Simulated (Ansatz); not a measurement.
**C₂H₅FN₂: up Jacob's ladder to CCSD(T)**

An exercise on one series of results from a longer session: the logs are not shown, and one member is left open.

Computed with Ansatz 0.2.0, Gaussian basis. Level: functionals in def2-TZVPP, the program's frozen cores in correlated methods.

Plan: LDA (SPW92), PBE-D4, revPBE-D4, BLYP-D4, r2SCAN-D4, B97M-V, PBE0-D4, B3LYP-D4, r2SCANh-D4, r2SCAN0-D4, HSE06-D4, BHLYP-D4, CAM-B3LYP-D4, LC-ωPBE, ωB97X-V, ωB97M-V, B2PLYP, PBE-QIDH; CCSD(T)/def2-SVP; CCSD(T)/def2-TZVPP; MP2/def2-QZVPP; extrapolation to the limit; RPA on PBE.

## The relaxed structure

The geometry comes from an earlier relaxation with PBE0-D4 in a triple-zeta def2 set; it is a stationary point, not always the lowest conformer.

SMILES `C/N=C(/N)F`, 10 atoms, charge 0, spin multiplicity 1.

Atoms are counted from 1 here; the program's logs count them from 0.

Bond lengths: C1–N2 1.444 Å, C1–H6 1.095 Å, C1–H7 1.090 Å, C1–H8 1.095 Å, N2–C3 1.247 Å, C3–N4 1.362 Å, C3–F5 1.352 Å, N4–H9 1.006 Å, N4–H10 1.006 Å. Angles: N2–C1–H6 112.1°, N2–C1–H7 108.9°, N2–C1–H8 112.1°, H6–C1–H7 108.0°, H6–C1–H8 107.5°, H7–C1–H8 108.0°, C1–N2–C3 119.5°, N2–C3–N4 126.3°, N2–C3–F5 123.8°, N4–C3–F5 109.9°, C3–N4–H9 116.3°, C3–N4–H10 114.2°, H9–N4–H10 116.0°.

The first run:

File in.yaml:

```yaml
crystal:
  periodic: [false, false, false]
  atoms:
    - {symbol: C, position_ang: [-1.431161, 0.445137, 0.671700]}
    - {symbol: N, position_ang: [-0.377722, -0.489020, 0.350225]}
    - {symbol: C, position_ang: [0.630001, -0.089885, -0.266219]}
    - {symbol: N, position_ang: [1.743068, -0.821591, -0.550481]}
    - {symbol: F, position_ang: [0.788734, 1.178247, -0.708264]}
    - {symbol: H, position_ang: [-1.075355, 1.267958, 1.300914]}
    - {symbol: H, position_ang: [-2.215090, -0.081255, 1.215977]}
    - {symbol: H, position_ang: [-1.879086, 0.886498, -0.224988]}
    - {symbol: H, position_ang: [2.272348, -0.534246, -1.355917]}
    - {symbol: H, position_ang: [1.627362, -1.813244, -0.429847]}
basis:
  gaussian: {orbitals: def2-TZVPP}
hamiltonian: {xc: lda}
output: {orbitals: {seedname: orbitals}}
```

Command:

```console
ansatz run in.yaml --threads 4 --pin off --events-out ev --progress --plain --max-ram 10444MiB
```

Steps of the session up to this table: LDA; PBE-D4 (GGA); revPBE-D4 (GGA); BLYP-D4 (GGA); r2SCAN-D4 (meta-GGA); B97M-V (meta-GGA); PBE0-D4 (hybrid); B3LYP-D4 (hybrid); r2SCANh-D4 (hybrid); r2SCAN0-D4 (hybrid); HSE06-D4 (hybrid); BHLYP-D4 (hybrid); CAM-B3LYP-D4 (range-separated); LC-ωPBE (range-separated); ωB97X-V (range-separated); ωB97M-V (range-separated); B2PLYP (double hybrid); PBE-QIDH (double hybrid).

One of the session's tables, all rows but one given; the rest of the session is left out.

It belongs to the step «Orbital energies across the functionals». 

```
  functional  HOMO (eV)  LUMO (eV)  gap (eV)
 LDA (SPW92)      -5.93      -0.24      5.69
      PBE-D4      -5.76      -0.03      5.73
   revPBE-D4      -5.70       0.04      5.74
     BLYP-D4          ?          ?         ?
   r2SCAN-D4      -6.01       0.31      6.32
      B97M-V      -6.08       0.28      6.36
     PBE0-D4      -7.07       0.94      8.02
    B3LYP-D4      -6.87       0.58      7.44
  r2SCANh-D4      -6.50       0.69      7.19
  r2SCAN0-D4      -7.25       1.25      8.50
    HSE06-D4      -6.67       0.57      7.24
    BHLYP-D4      -8.30       1.58      9.88
CAM-B3LYP-D4      -8.46       1.74     10.20
     LC-ωPBE      -9.81       3.10     12.91
     ωB97X-V      -9.43       2.90     12.34
     ωB97M-V      -9.34       2.40     11.74
```

**Question.** Estimate the row for BLYP-D4.

Worked estimate for «HOMO (eV)». Against the share of exact exchange, B3LYP-D4 (0.2, -6.87), BHLYP-D4 (0.5, -8.30) give a slope of -4.77 per unit share; at 0 the line stands at -5.92.

**Answer.** HOMO (eV): -5.65; LUMO (eV): -0.01; gap (eV): 5.64. In «HOMO (eV)» the line misses by -0.27.
